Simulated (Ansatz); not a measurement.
Take Cu in the fcc (Cu type) structure (space group Fm-3m, No. 225) as the base.

```yaml
crystal:
  lattice:
    - [0.00000, 1.78189, 1.78189]
    - [1.78189, 0.00000, 1.78189]
    - [1.78189, 1.78189, 0.00000]
  atoms:
    - { symbol: Cu, position: [0.00000, 0.00000, 0.00000] }
```

Calculations: PBEsol, PAW, 420 eV (Ansatz, a first-principles code; no spin-orbit coupling).

Perturbation: Al takes the place of Cu on all its sites; the structure is relaxed again.

Measured lattice parameter a: Cu 3.595 Å (static lattice; corrected from measurement; as listed in Gábor I. Csonka et al., Physical Review B (2009)); Al 4.018 Å (static lattice; corrected from measurement; as listed in Daniel Mejia-Rodriguez, S. B. Trickey, Phys. Rev. B (2018)).

Q: How well does PBEsol reproduce the measured shift?

A: With PBEsol the lattice parameter a moves by +0.451 Å (3.564 → 4.014) against +0.423 Å measured.

No phonon test of stability was made. The final runs are not spin-polarised.
